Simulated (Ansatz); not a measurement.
## fcc Al

Level of theory: HSE06 in Ansatz (PAW).

Numerical settings: plane-wave cutoff 500 eV, 12×12×12 k mesh, Fermi–Dirac smearing 0.1 eV, scalar-relativistic PAW data made under PBE.

Cell (relaxed at this level):

```xyz
1
Lattice="0.0000 2.0131 2.0131 2.0131 0.0000 2.0131 2.0131 2.0131 0.0000" Properties=species:S:1:pos:R:3 pbc="T T T"
Al     0.0000     0.0000     0.0000
```

For fcc Al, the volume per atom is 16.32 Å³/atom. The lattice constant a comes out as 4.026 Å.

Measured, for comparison: equilibrium volume per atom 16.22 Å³/atom, lattice constant a 4.018 Å (static lattice: zero-point anharmonic expansion removed; as tabulated in Mejia-Rodriguez and Trickey (2018), arXiv:1807.09216). Computed (rounded) less measured: equilibrium volume per atom +0.6 %, lattice constant a +0.2 %.

Note: exact exchange on metals is sensitive to the k mesh and can open a false gap; the run warned that the count of filled bands differs between k points.

Ansatz is an electronic-structure program.
